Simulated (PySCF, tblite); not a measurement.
**C4H4F2: geometry, infrared bands, NMR shifts and spin-spin couplings**

Aim: predict the infrared bands, NMR shifts and spin-spin couplings of C4H4F2 (`FC1=CC[C@H]1F`).

The runs use tblite 0.8.0 and PySCF 2.14.0, with density-fitted response routines of our own; the level of theory stands in each step. All values are computed, except where a source is named. Atoms are numbered from 0 throughout.

## (1) The molecule as given

10 atoms, charge 0, multiplicity 1; geometry from: force field or distance geometry start.

Bonds of the start (Å): F0–C1 1.36, C1–C2 1.32, C2–C3 1.51, C3–C4 1.56, C4–F5 1.35, C4–C1 1.53, C2–H6 1.09, C3–H7 1.09, C3–H8 1.08, C4–H9 1.10.

## (2) Relaxing the molecule with GFN2-xTB

The job: settings as JSON, then the geometry in Å.

```
{"job": {"kind": "relax", "xc": "GFN2-xTB", "basis": "xTB"}, "charge": 0, "multiplicity": 1}
F      2.386200    -0.660200    -0.013400
C      1.082900    -0.280800    -0.099800
C      0.310300     0.084800    -1.111600
C     -0.915300     0.291800    -0.252000
C     -0.009400    -0.098700     0.958600
F     -0.427700    -1.172000     1.665500
H      0.470000     0.192800    -2.186200
H     -1.738400    -0.404400    -0.413900
H     -1.314000     1.298100    -0.196700
H      0.164300     0.753200     1.627000
```

On the command line:

```sh
OMP_NUM_THREADS=1 python probes_run.py task.json out
```

The driver reads the jobs from task.json and runs them one after another.

**Question.** This job is followed by: GFN2-xTB harmonic vibrations, gas phase; GIAO PBE0/pcSseg-1 NMR shielding, non-relativistic, gas phase; B3LYP/pcJ-1 indirect spin-spin coupling, non-relativistic, gas phase. What will the session give for the following? strongest single infrared mode (GFN2-xTB); zero-point energy (GFN2-xTB); 13C shifts against TMS (PBE0/pcSseg-1); 1H shifts against TMS (PBE0/pcSseg-1); 19F shifts against CFCl3 (PBE0/pcSseg-1); surface potential, 1st and 99th percentile; largest coupling of the table (B3LYP/pcJ-1).

As calculated:

```
                                   quantity                         value
  strongest single infrared mode (GFN2-xTB)         1730 cm⁻¹, 126 km/mol
               zero-point energy (GFN2-xTB)                 43.7 kcal/mol
     13C shifts against TMS (PBE0/pcSseg-1)  163.6, 116.8, 94.0, 30.7 ppm
      1H shifts against TMS (PBE0/pcSseg-1)    5.73, 5.26, 2.39, 2.32 ppm
   19F shifts against CFCl3 (PBE0/pcSseg-1)             -92.0, -205.5 ppm
      surface potential, 1st and 99th percentile            -0.96 V and 1.10 V
largest coupling of the table (B3LYP/pcJ-1)      1J(F,C) F0–C1, -426.1 Hz
```

In words: The optimisation took 20 steps and gained 0.068 eV; among the close pairs (by a distance rule), F0–C1 changed most, from 1.360 to 1.331 Å. No mode is imaginary among the 24: a minimum at this level. The strongest single mode, at 1730 cm⁻¹, moves mainly C1 and C2. Unscaled tight-binding wavenumbers are off by several per cent, some by more. Its intensities can rank the bands wrongly. H9 (hydrogen on an allylic sp3 CH bonded to F) lies farthest downfield among hydrogen, at 5.73 ppm; its carbon carries F, an electronegative neighbour. At PBE0/pcSseg-1: Shielding is most anisotropic at F0 (span 200 ppm, paramagnetic term -209 ppm). Of the pairs tabulated at B3LYP/pcJ-1, F0–C1 couples most strongly (-426.1 Hz; Fermi contact -400.9 Hz). Couplings across rotatable bonds belong to this one conformer; where others are populated, the observed values are averages. Density functionals describe couplings to fluorine poorly, F–F couplings above all, so those rows are rough.
